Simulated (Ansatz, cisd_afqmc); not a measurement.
System: Si$_{2}$H$_{6}$, charge 0, singlet. Si2H6 (silylsilane, SMILES [SiH3][SiH3]).
B3LYP-D3(BJ)/def2-TZVP minimum from Ansatz (an electronic-structure program):
```
Si
H 1 1.4832
H 1 1.4832 2 108.63
H 1 1.4832 2 108.63 3 118.00
Si 1 2.3443 2 110.30 4 121.00
H 5 1.4832 1 110.30 2 180.00
H 5 1.4832 6 108.63 1 -121.00
H 5 1.4832 6 108.63 7 -118.00
```
Charge 0, spin multiplicity 1.

Total energies in cc-pV(D+d)Z, 14 correlated electrons, 10 frozen orbitals. Radicals and triplets start from unrestricted determinants; spin-orbit coupling is neglected. Cores are frozen in correlated methods. No relativity. AFQMC/CISD: phaseless, guided by CISD from CCSD amplitudes; bars are statistical, one sigma. Outlying blocks are dropped, and bars are widened where a walk drifts. Over all cases where full CI ran beside it in this data, AFQMC minus full CI had a median of +0.1 mEh and passed +0.4 mEh in a tenth of the cases.

| method | program | energy (Eh) | minus CCSDT(Q) (mEh) |
|---|---|---|---|
| HF | Ansatz | -581.35122 | 273.57 |
| MP2 | Ansatz | -581.56508 | 59.71 |
| CCSD | Ansatz | -581.61730 | 7.50 |
| CCSD(T) | Ansatz | -581.62335 | 1.44 |
| CCSDT(Q) | Ansatz | -581.62479 | 0.00 |
| AFQMC/CISD | cisd_afqmc | -581.6251 ± 0.0003 | -0.3 ± 0.3 |

Rough core times of Ansatz's runs on a shared machine: CCSD(T) under 20 s, CCSDT(Q) 90 s.
